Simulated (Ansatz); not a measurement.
Isomers of C₃H₇FO, relaxed with PBE0-D4/def2-TZVP in Ansatz; electronic energies, one conformer each and not always the lowest. Functionals use def2-TZVPP; CBS adds triple-zeta CCSD(T) − MP2 to the MP2 limit of def2-TZVPP and def2-QZVPP.

Question: Order them by energy at frozen-core CCSD(T)/CBS, lowest first. (Estimate.)
A. `CCOCF`
B. `COCCF`
C. `COC(C)F`
D. `CC(C)(O)F`
E. `CC(O)CF`

Answer: D (0.0 kcal/mol), E (13.0 kcal/mol), C (15.4 kcal/mol), A (18.6 kcal/mol), B (29.1 kcal/mol).

Question: How do PBE0-D4, HF/CBS(def2), ωB97M-V, B3LYP place them (kcal/mol, against `CC(C)(O)F`)? (Best estimate.)

Answer: Computed: 
```
   isomer  PBE0-D4  HF/CBS(def2)  ωB97M-V  B3LYP
  `COCCF`     28.2          25.5     28.8   25.8
  `CCOCF`     17.6          15.0     18.4   15.5
`CC(O)CF`     13.1          12.4     13.6   12.4
`COC(C)F`     14.6          12.2     15.0   12.6
```

B3LYP here is the variant with VWN-RPA as its local correlation; programs differ in this.
